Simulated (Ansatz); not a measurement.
Write a Python script for the Ansatz DFT code, driven from Python that makes a test of scalar relativity of ClNa (charge +1). Level of theory (for the species named): PBE, cc-pVTZ basis, multiplicity 2, D3BJ dispersion.

```xyz
2

Na    0.0000    0.0000    0.0000
Cl    0.0000    0.0000    2.6450
```

`run_x2c.py`
```python
# -*- coding: utf-8 -*-
"""ClNa(+) with and without the spin-free two-component Hamiltonian."""

import ansatz as az
import numpy as np

FUNCTIONAL = "PBE"
VDW = "d3bj"
NET_CHARGE = 1


def main():
    molecule = (
        az.Crystal.molecule()
        .atom("Na", (0.0, 0.0, 0.0))
        .atom("Cl", (0.0, 0.0, 2.645))
    )

    job = (
        molecule.calculation()
        .functional(FUNCTIONAL, dispersion=VDW)
        .charge(NET_CHARGE)  # electrons removed from the neutral system
        .spin("collinear", total=1)  # spin-polarised run
        .forces()  # eV per angstrom
    )
    # a set contracted for a scalar-relativistic Hamiltonian goes with the relativistic run
    sets = {"none": "cc-pVTZ", "scalar": "cc-pVTZ-DK"}
    found = {kind: job.basis(gaussian=basis).pseudopotentials(relativity=kind).run(threads=1, pin="off").report for kind, basis in sets.items()}
    for kind, each in found.items():
        dipole = 4.803205 * np.linalg.norm(each["charge_distribution"]["dipole_moment_e_ang"])
        print(f"{kind:7s} E = {each['free_energy_ev']:.4f} eV  dipole {dipole:.3f} D  largest force component {np.abs(each['forces_ev_ang']).max():.4f} eV/A")
    print(f"relativity lowers the total energy by {found['none']['free_energy_ev'] - found['scalar']['free_energy_ev']:.3f} eV")


if __name__ == "__main__":
    main()
```

Output of `python run_x2c.py`:
```text
none    E = -16924.0600 eV  dipole 6.277 D  largest force component 0.3113 eV/A
scalar  E = -16968.5546 eV  dipole 6.269 D  largest force component 0.3078 eV/A
relativity lowers the total energy by 44.495 eV
```

What to keep in mind:
- Total energies depend on the basis set; only differences at equal settings carry meaning.
- The geometry is a force-field or estimated start, not a minimum of this method. The basis set changes with the Hamiltonian (a set recontracted for scalar relativity), and most of the change in the total lies in the cores.
- The run takes the species as open-shell (spin multiplicity 2), which needn't be its ground state.
- An ion's dipole depends on the origin; the program takes it about the centre of nuclear charge.
- The spin state was assumed, and another may lie lower.
- Timing: 12 s on 1 thread of Arm Neoverse V1, with other jobs on the host, peak memory 0.2 GiB.
